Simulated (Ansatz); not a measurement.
# SiCl2 (SMILES Cl[Si]Cl) at CCSD(T)/STO-3G

What is the energy change on altering one bond length of SiCl2 at CCSD(T)/STO-3G? 

Program for the calculation: Ansatz 0.2.0.

39 further runs of the same task are left out: 4 that didn't finish, 35 set aside as unsound or not needed.

## 1. The system as given

SiCl2: 3 atoms, total charge 0, spin state singlet. As SMILES, `Cl[Si]Cl`. The coordinates come from a GFN2-xTB relaxation.

Bond lengths: Si1–Cl2 2.052 Å, Si1–Cl3 2.052 Å. Angles: Cl2–Si1–Cl3 101.1°.

## 2. A single-point energy at CCSD(T)/STO-3G

Contents of input.yaml:

```yaml
crystal:
  periodic: [false, false, false]
  atoms:
    - symbol: Si
      position_ang: [0.005140, -0.006950, -0.869340]
    - symbol: Cl
      position_ang: [1.581630, -0.018940, 0.444080]
    - symbol: Cl
      position_ang: [-1.586770, 0.025890, 0.425270]
basis:
  gaussian: {orbitals: STO-3G}
correlation: {method: ccsd_t, frozen_orbitals: {Cl: 5, Si: 5}}
accuracy: high
scf: {omitted_lower_state_checks: [cluster_reference, increment]}
```

On the command line:

```console
$ ansatz run input.yaml --threads 1 --pin off --max-ram 2610MiB --events-out events.jsonl --progress --plain --runs-dir runs
```

The log of the run (excerpt; [...] marks lines left out):

```text
Warning: RAYON_NUM_THREADS=1 ignored (pool sized by the plan → 1); use --threads N
Functional definition: HF
  name "HF"
[...]
487 factors; integrals over basis functions are off by at most 1.5e-8 eV
[...]
mean field -32513.31441033 eV, -1194.8422662637 hartree, gradient 5.6e-9 eV, S^2 0.000000; 0 other end points of the search recorded, 0 dependent functions left out
15 core orbitals not correlated: weight in the atoms' cores, before any rotation towards them, 1.000 or more for the frozen orbitals, at most 0.000 for the correlated occupied ones
reference -32513.31441033 eV, -1194.8422662637 hartree; 9, 9 occupied and 3, 3 virtual orbitals, 487 factors
second order -1.02661237 eV of doubles, -0.00000000 eV of singles
cycle   1  -1.20574053 eV  change   -1.8e-1 eV  update   6.5e-2
[...]
cycle  18  -1.35807165 eV  change   1.0e-10 eV  update  7.0e-10
perturbative correction -0.05964637 eV, -0.0021919636 hartree
Total energy: -32514.73212835 eV, -1194.8943664400 hartree
Checks for a lower state left out: cluster_reference, increment
```

It took 0.32 s on 1 thread of Arm Neoverse V1, shared host.

## 3. The distorted shape at the same level

Contents of in.yaml:

```yaml
crystal:
  periodic: [false, false, false]
  atoms:
    - {symbol: Si, position_ang: [0.403139, -0.015160, -1.193010]}
    - {symbol: Cl, position_ang: [1.979629, -0.027150, 0.120410]}
    - {symbol: Cl, position_ang: [-1.586770, 0.025890, 0.425270]}
basis:
  gaussian:
    orbitals: STO-3G
correlation:
  method: ccsd_t
  frozen_orbitals: {Cl: 5, Si: 5}
accuracy: high
scf:
  omitted_lower_state_checks: [cluster_reference, increment]
```

On the command line:

```console
$ ansatz run in.yaml --threads 1 --pin off --max-ram 2610MiB --events-out events.jsonl --progress --plain --runs-dir runs
```

The log of the run (excerpt; [...] marks lines left out):

```text
Warning: RAYON_NUM_THREADS=1 ignored (pool sized by the plan → 1); use --threads N
[... 2 set-up lines as earlier in the session ...]
[...]
473 factors; integrals over basis functions are off by at most 8.2e-9 eV
[...]
mean field -32512.06471352 eV, -1194.7963407528 hartree, gradient 2.1e-8 eV, S^2 0.000000; 1 other end points of the search recorded, 0 dependent functions left out
15 core orbitals not correlated: weight in the atoms' cores, before any rotation towards them, 1.000 or more for the frozen orbitals, at most 0.000 for the correlated occupied ones
reference -32512.06471352 eV, -1194.7963407528 hartree; 9, 9 occupied and 3, 3 virtual orbitals, 473 factors
second order -1.19249324 eV of doubles, -0.00000000 eV of singles
cycle   1  -1.38898309 eV  change   -2.0e-1 eV  update   8.5e-2
[...]
cycle  21  -1.59438733 eV  change  -3.1e-10 eV  update  9.8e-10
perturbative correction -0.08197478 eV, -0.0030125176 hartree
Total energy: -32513.74107563 eV, -1194.8579459240 hartree
Checks for a lower state left out: cluster_reference, increment
```

Run time: 0.34 s. Hardware: 1 thread of Arm Neoverse V1, shared host.

## 4. Results

At CCSD(T)/STO-3G, 15 core orbitals frozen:

| quantity | value |
| --- | --- |
| first shape: total energy | -1194.89437 Eh |
| first shape: correlation energy (15 core orbitals frozen) | -52.1 mEh |
| first shape: (T) correction | -2.19 mEh |
| first shape: T1 diagnostic | 0.011 |
| distorted shape: total energy | -1194.85795 Eh |
| distorted shape: correlation energy (15 core orbitals frozen) | -61.6 mEh |
| distorted shape: (T) correction | -3.01 mEh |
| distorted shape: T1 diagnostic | 0.016 |
| energy change with the Si1–Cl3 bond stretched from 2.052 to 2.565 Å | 0.991 eV |

In words: With the Si1–Cl3 bond stretched from 2.052 to 2.565 Å the energy rises by 0.99 eV (95.6 kJ/mol). The first shape isn't relaxed at this level, so the change isn't measured from a minimum. The minimal basis adds a large error of its own. The triples (first shape) make up 4.2 % of the correlation energy. The triples (distorted shape) make up 4.9 % of the correlation energy.
